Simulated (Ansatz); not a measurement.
System: tetradymite Bi2Te3. Method: rVV10 (Ansatz, an electronic-structure program, plane waves, PAW).

Rigid layers of the crystal as relaxed at this level are moved apart or together:

```tsv
run	layer repeat (Å)	energy against free layers (meV/Å²)	gap on the mesh (eV)
1	9.8633	-20.29	0.196
2	10.013	-23.88	0.168
3	10.163	-25.80	0.178
4	10.363	-26.52	0.236
5	10.663	-25.21	0.379
6	11.163	-20.35	0.621
7	12.163	-10.80	0.753
8	14.163	-3.00	0.821
```

The lowest energy of these points lies at a layer repeat of 10.36 Å.

Spin–orbit coupling is not included.
